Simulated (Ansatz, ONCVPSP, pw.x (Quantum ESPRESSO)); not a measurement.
**pw.x on diamond Mg: one setting changed**

Potential: optimised norm-conserving Vanderbilt (ONCV), ONCVPSP 4.0.1, LDA (Perdew-Wang 92); core [Ne], reference 3s2; waves: 3s: rc 2.25 bohr, ncon 3, nbas 7, qcut 2.7 1/bohr, 2 projectors, debl 2 Ha; p scattering state at 0.46 Ha: rc 2.35 bohr, ncon 4, nbas 7, qcut 3.5 1/bohr, 2 projectors, debl 1 Ha; d scattering state at 0.05 Ha: rc 2.25 bohr, ncon 5, nbas 10, qcut 4.9 1/bohr, 2 projectors, debl 2.9 Ha; local part: polynomial inside 1.85 bohr (lpopt 4, dvloc0 4 Ha); core correction: none. In the p channel the program set the typed energies aside and used 0.050, 1.050 Ha.

The reference run (k-mesh 8³, cutoffs 35/140 Ry, Fermi–Dirac 0.01 Ry, mixing_beta 0.4, conv_thr 1e-9, no spin) gives -0.07 GPa at 37.617 Å³/atom, where all-electron LAPW gives -0.01 GPa. This run, with its own iteration cap, changes electron_maxstep to 4, a wrong or extreme entry chosen on purpose.

```
&control
  calculation='scf', prefix='x', pseudo_dir='./', outdir='./tmp', tstress=.true., disk_io='none'
/
&system
  ibrav=0, nat=2, ntyp=1, ecutwfc=35, ecutrho=140, nbnd=9,
  occupations='smearing', smearing='fd', degauss=0.01
/
&electrons
  conv_thr=1e-09, mixing_beta=0.4, electron_maxstep=4
/
ATOMIC_SPECIES
Mg 1.0 Mg.UPF
CELL_PARAMETERS angstrom
  0.00000000 3.35064219 3.35064219
  3.35064219 0.00000000 3.35064219
  3.35064219 3.35064219 0.00000000
ATOMIC_POSITIONS crystal
Mg 0.0000 0.0000 0.0000
Mg 0.2500 0.2500 0.2500
K_POINTS automatic
8 8 8 0 0 0
```

```bash
pw.x < Mg.scf.in > Mg.scf.out
```

How does the run end?

It does not reach self-consistency within its iteration cap.

```
Message from routine setup:
     using ibrav=0 with symmetry is DISCOURAGED, use correct ibrav instead
     lattice parameter (alat)  =       8.9545  a.u.
     unit-cell volume          =     507.7042 (a.u.)^3
     number of electrons       =         4.00
     number of Kohn-Sham states=            9
     kinetic-energy cutoff     =      35.0000  Ry
     charge density cutoff     =     140.0000  Ry
     scf convergence threshold =      1.0E-09
     Exchange-correlation= SLA  PW   NOGX NOGC
     number of k points=    29  Fermi-Dirac smearing, width (Ry)=  0.0100
     iteration #  1     ecut=    35.00 Ry     beta= 0.40
     total energy              =      -3.48156891 Ry
     estimated scf accuracy    <       0.00289235 Ry
     iteration #  2     ecut=    35.00 Ry     beta= 0.40
     total energy              =      -3.48178225 Ry
     estimated scf accuracy    <       0.00094898 Ry
     iteration #  3     ecut=    35.00 Ry     beta= 0.40
     total energy              =      -3.48182886 Ry
     estimated scf accuracy    <       0.00001686 Ry
     iteration #  4     ecut=    35.00 Ry     beta= 0.40
     total energy              =      -3.48183023 Ry
     estimated scf accuracy    <       0.00000014 Ry
     convergence NOT achieved after   4 iterations: stopping
     Message from routine punch:
     Nothing written, as per user request (disk_io='none')
```

The run took about 3.6 s on one core of a shared host (Intel(R) Xeon(R) 6975P-C, 192 threads, 1512 GiB, load 92).
